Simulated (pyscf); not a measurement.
Structures and frequencies: ωB97X-D3(BJ)/def2-SVP in PySCF. Correlated levels are frozen-core, on RHF or UHF. ΔMP2 is the change of the MP2 total energy from the triple- to the quadruple-zeta basis.

Q: Estimate the classical barrier height and the reaction energy of Cl–GeH₃ (SMILES [Cl][GeH3]) + H₂O (SMILES O) -> HO–GeH₃ (SMILES [OH][GeH3]) + HCl (SMILES Cl) at CCSD(T)/def2-TZVPP + ΔMP2(QZVPP). The step runs on the singlet surface, breaks Cl–Ge, H–O and forms Ge–O, Cl–H; take the separated reactants as zero.

A: ΔE‡ = 22.9 kcal/mol, ΔE = +12.1 kcal/mol. Zero-point energy shifts the barrier by +1.5 kcal/mol. It is a four-centre exchange, with an imaginary mode of 178i cm⁻¹. On the reactant side the descent ends in a complex, 4.4 kcal/mol under the separated species and 25.2 kcal/mol under the saddle at ωB97X-D3(BJ)/def2-TZVP. On the product side the descent ends in a complex, 6.9 kcal/mol under the separated species and 14.2 kcal/mol under the saddle at ωB97X-D3(BJ)/def2-TZVP. At ωB97X-D3(BJ) the barrier from the zero used here is 20.8 kcal/mol. One saddle was located; it need not be the lowest between these sides. The CCSD(T) − MP2 part came from Ansatz, without density fitting, on the same reference. The frozen core leaves the outer d or s,p core shells of the metals and heavy elements correlated in the MP2 and CC values, and def2-TZVPP describes them poorly, which can shift differences by a few kcal/mol. Elements up to Kr have no core potential and no relativistic terms here.
